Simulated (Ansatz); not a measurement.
Consider a rigid torsion scan of C₂H₆FN, SMILES CNCF (the Python package of Ansatz (0.2.0)).

`torsion_c2h6fn.py`
```python
"""Energy of C2H6FN as one group turns about a bond."""

import ansatz as az
from ase import Atoms

atoms = Atoms(["C", "N", "C", "F", "H", "H", "H", "H", "H", "H"], positions=[
    [-0.6895, 0.8629, 0.2825],
    [0.6052, 0.4312, -0.0202],
    [0.6124, -1.0148, -0.0409],
    [-0.0327, -1.4384, -1.0728],
    [-1.4595, 0.5535, -0.492],
    [-1.0655, 0.6022, 1.2636],
    [-0.7205, 2.0044, 0.2645],
    [0.898, 0.7541, -0.9661],
    [0.2646, -1.4375, 0.9415],
    [1.6706, -1.3688, -0.157],
])

# start the scan from a relaxed geometry
first = (
    az.Crystal.molecule_from_ase(atoms).calculation()
    .basis(gaussian="def2-SVP")
    .functional("r2scan")
    .relax(force_tolerance=0.02, max_steps=80)
)
atoms.positions = first.run(threads=1).report["positions_ang"]

start = atoms.get_dihedral(0, 1, 2, 3)
energies = {}
for turn in range(0, 360, 40):
    turned = atoms.copy()
    turned.set_dihedral(0, 1, 2, 3, start + turn, indices=[2, 3, 8, 9])
    calculation = az.Crystal.molecule_from_ase(turned).calculation()
    calculation = calculation.basis(gaussian="def2-SVP")
    calculation = calculation.functional("r2scan")
    energies[round((start + turn) % 360)] = calculation.run(threads=1).report["free_energy_ev"]
floor = min(energies.values())
print("dihedral C0-N1-C2-F3 (deg)   E - E(min) (eV)")
for angle, e in sorted(energies.items()):
    print(f"{angle:8d} {(e - floor):14.3f}  " + "#" * int(30 * (e - floor) / max(max(energies.values()) - floor, 1e-9)))
```

Where along the turn do the lowest and the highest point lie, and how far apart are they?

The lowest point is at 61° and the highest at 341°, 0.575 eV (55.5 kJ/mol) above it, with the rest of the molecule held.

What the script printed:

```console
$ python torsion_c2h6fn.py
dihedral C0-N1-C2-F3 (deg)   E - E(min) (eV)
      21          0.294  ###############
      61          0.000
     101          0.253  #############
     141          0.483  #########################
     181          0.387  ####################
     221          0.296  ###############
     261          0.244  ############
     301          0.347  ##################
     341          0.575  ##############################
```

The scan is rigid and the energies are electronic, in a modest basis. With rigid groups the curve can differ much from the relaxed path, the start wasn't checked as a minimum of this torsion, and equivalent turns needn't return to the same energy. Hardware and time: 57 s on 1 thread of Arm Neoverse V2 (shared host), peak memory 0.24 GiB.

(Lines on the test bed's own set-up are left out of the output.)
